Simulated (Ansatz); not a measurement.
A nudged elastic band was laid between two geometries of H3N + H4Si (9 atoms, charge 0, multiplicity 1).

Theory: RKS B3LYP-D4/6-31G* (Ansatz 0.2.0).

```json
{"movable images": "7", "climbing image": "from the first iteration", "spring": "5.0 eV/Å²", "optimiser": "lbfgs", "start path": "through a guess of the saddle point", "force threshold": "0.05 eV/Å", "iteration limit": "60", "end points": "relaxed"}
```

Initial state:

```xyz
9
Properties=species:S:1:pos:R:3
Si 0.437 0.039 -0.140
H 0.599 -0.133 1.326
H 1.778 0.079 -0.780
H -0.276 1.312 -0.418
H -0.337 -1.100 -0.696
N -2.818 -0.057 1.416
H -2.748 -0.705 0.634
H -2.597 0.867 1.050
H -2.071 -0.300 2.064
```

Final state:

```xyz
9
Properties=species:S:1:pos:R:3
Si -0.484 0.150 -0.696
H -0.438 -0.421 3.499
H 0.832 -0.068 -0.019
H -0.444 1.506 -1.304
H -0.606 -0.890 -1.752
N -1.902 0.064 0.300
H -2.205 -0.825 0.677
H -2.108 0.815 0.948
H -0.680 -0.330 2.802
```

Problem. Which bonds break or form, and what moves?

Solution. Bonds broken: Si1–H2, N6–H9. Bonds formed: Si1–N6, H2–H9. H3N + H4Si becomes H2 + H5NSi.

Problem. What energy profile does the band end with?

Solution. It did not converge within its limit. The highest image is number 4 of 0 to 8, 2.26 eV above the first end and 2.37 eV above the last; the last end lies 0.11 eV below the first. The band didn't meet its force threshold, so its energies are provisional: the largest band force was still 0.20 eV/Å, and over the last iterations the top stayed at 2.27 eV. The orbitals stay closed-shell, which can raise the energy where a bond breaks towards radicals; this wasn't checked here.

```
image  path coordinate (Å)  energy (eV)  Si1–H2 (Å)  N6–H9 (Å)  Si1–N6 (Å)
    0                 0.00         0.00        1.49       1.02        3.61
    1                 0.66         0.07        1.49       1.01        3.22
    2                 1.33         0.08        1.49       1.02        2.51
    3                 2.01         0.79        1.58       1.03        2.17
    4                 2.69         2.26        1.96       1.29        1.94
    5                 3.44         0.71        2.51       1.84        1.77
    6                 4.18         0.04        3.11       2.20        1.74
    7                 4.92        -0.08        3.66       2.49        1.73
    8                 5.66        -0.11        4.23       2.81        1.74
```

Time of the run: 3.6 min on 1 thread of AMD EPYC 9R45 96-Core Processor (Zen 5), with other jobs on the host, peak memory 0.12 GiB.
